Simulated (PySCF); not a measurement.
Level of theory: PBE-D3(BJ)/def2-TZVP run with PySCF 2.14.0. Isolated molecules, 0 K electronic values unless said otherwise. 

Reference species (SMILES): `[C]#N` (neutral, multiplicity 2).

```yaml
dipole_moment: 1.13 D
```

Changed species: `[CH]=C` (radical fragment; the reference has radical fragment).

Problem. Predict the effect on the dipole moment.

Solution. the dipole moment decreases by 0.41 D, to 0.72 D.
